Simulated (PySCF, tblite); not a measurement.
# C₄H₇OS radical: geometry, infrared bands and EPR parameters

Wanted: the infrared bands and EPR parameters of C₄H₇OS radical (`C[C]1CS(=O)C1`), by calculation.

Programs: tblite 0.8.0 and PySCF 2.14.0, with density-fitted response routines of our own. Each step states its level of theory. These are calculated values for one molecule in the gas phase, unless marked as measured. Atoms are numbered from 0 throughout.

## (1) The molecule as given

13 atoms, charge 0, multiplicity 2; geometry from: force field or distance geometry start.

Bonds of the start (Å): C0–C1 1.47, C1–C2 1.47, C2–S3 1.83, S3–O4 1.50, S3–C5 1.85, C5–C1 1.48, C0–H6 1.10, C0–H7 1.10, C0–H8 1.09, C2–H9 1.09, C2–H10 1.10, C5–H11 1.10, C5–H12 1.09.

## (2) Optimising the geometry with GFN2-xTB

Job settings and geometry (Å):

```
{"job": {"kind": "relax", "xc": "GFN2-xTB", "basis": "xTB"}, "charge": 0, "multiplicity": 2}
C     -1.680400    -0.319400    -0.149000
C     -0.392100     0.252300     0.257900
C      0.512600     0.968600    -0.654900
S      1.911700     0.721900     0.492300
O      2.958800    -0.020100    -0.279500
C      0.644000    -0.549900     0.948000
H     -2.325200     0.468000    -0.576700
H     -2.203500    -0.744800     0.715500
H     -1.548400    -1.102600    -0.899400
H      0.613300     0.495500    -1.632700
H      0.221500     2.018700    -0.794500
H      0.475900    -0.648500     2.028000
H      0.807400    -1.539300     0.527300
```

Started as:

```bash
$ OMP_NUM_THREADS=1 python probes_run.py task.json out
```

The driver reads the jobs from task.json and runs them one after another.

**Question.** This job is followed by: GFN2-xTB harmonic vibrations, gas phase; UKS B3LYP, pcH-1 on C H O S, non-relativistic, mean-field spin-orbit, GIAO. What will the session give for the following? strongest single infrared mode (GFN2-xTB); zero-point energy (GFN2-xTB); g(iso) (B3LYP); ⟨S²⟩; largest a(iso) (averaged by class); potential on the surface of density 0.002 e/bohr³, 1st and 99th percentile.

As calculated:

| quantity | value |
| --- | --- |
| strongest single infrared mode (GFN2-xTB) | 1162 cm⁻¹, 413 km/mol |
| zero-point energy (GFN2-xTB) | 61.9 kcal/mol |
| g(iso) (B3LYP) | 2.00098 |
| ⟨S²⟩ | 0.756 (exact 0.75) |
| largest a(iso) (averaged by class) | 13C on C1, 124.6 MHz |
| potential on the surface of density 0.002 e/bohr³, 1st and 99th percentile | -1.97 V and 1.09 V |

The optimisation took 64 steps and gained 0.379 eV; among the close pairs (by a distance rule), C2–S3 changed most, from 1.826 to 1.896 Å. The lowest mode is imaginary (88i cm⁻¹), so the xTB geometry is not a minimum: the zero-point energy counts the real modes alone, and all values at this geometry belong to a saddle point. The strongest single mode, at 1162 cm⁻¹, moves mainly O4 and S3. GFN2-xTB is a fitted tight-binding method: band positions and strengths are rough. Its intensities can rank the bands wrongly. Most of the unpaired spin sits on C1 (0.88 e). The isotropic g lies 1.3 ppt below the free-electron value. These values are for one conformer; the search (at its own cheap level) found 1 more, at 0.16 kcal/mol, and measured spectra average over such forms.
